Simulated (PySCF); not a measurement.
The first ionisation energy along the third row

Calculated with PySCF 2.14 from differences of total energies of unrestricted determinants, without spin-orbit coupling. Values in eV. The last column holds reference values (NIST; (s) semi-empirical, (t) theoretical, else measured). Unmarked ones compare directly (S terms, centres of terms, or small fine structure); those marked * lie between the lowest fine-structure levels and include a spin-orbit shift.

```csv
element,configurations,UHF,LDA,PBE,r2SCAN,MP2 (valence),MP2 (valence and next inner shell),reference
"Mg (aug-cc-pCVQZ-DK, spin-free X2C)",[Ne] 3s2 → [Ne] 3s1,6.615,7.732,7.622,7.382,7.282,7.419,7.646
"Al (aug-cc-pCVQZ-DK, spin-free X2C)",[Ne] 3s2 3p1 → [Ne] 3s2,5.600,6.026,6.070,6.170,5.847,5.831,5.977
"Si (aug-cc-pCVQZ-DK, spin-free X2C)",[Ne] 3s2 3p2 → [Ne] 3s2 3p1,7.625,8.223,8.188,8.310,8.067,8.071,8.157
"P (aug-cc-pCVQZ-DK, spin-free X2C)",[Ne] 3s2 3p3 → [Ne] 3s2 3p2,9.892,10.564,10.477,10.610,10.513,10.528,10.526
"S (aug-cc-pCVQZ-DK, spin-free X2C)",[Ne] 3s2 3p4 → [Ne] 3s2 3p3,9.221,10.553,10.416,10.363,10.090,10.101,10.336
"Cl (aug-cc-pCVQZ-DK, spin-free X2C)",[Ne] 3s2 3p5 → [Ne] 3s2 3p4,11.746,13.185,12.954,12.976,12.855,12.876,12.974
"Ar (aug-cc-pCVQZ-DK, spin-free X2C)",[Ar] → [Ne] 3s2 3p5,14.527,15.970,15.684,15.733,15.832,15.858,15.819
```

| method | elements | mean error (eV) | mean absolute error (eV) | largest error (eV) |
| --- | --- | --- | --- | --- |
| UHF | 7 | -0.887 | 0.887 | -1.292 |
| LDA | 7 | 0.117 | 0.117 | 0.218 |
| PBE | 7 | -0.003 | 0.062 | -0.135 |
| r2SCAN | 7 | 0.016 | 0.116 | -0.265 |
| MP2 (valence) | 7 | -0.135 | 0.139 | -0.364 |
| MP2 (valence and next inner shell) | 7 | -0.107 | 0.119 | -0.235 |

Errors include the incompleteness of the basis and the frozen core.

"Valence" correlates the outer s and p shells and, in groups 3 to 12 and the f block, the outer d or f shell, open or full, or the next shell where the ion has no valence electron left; the wider scheme adds the next inner shell.
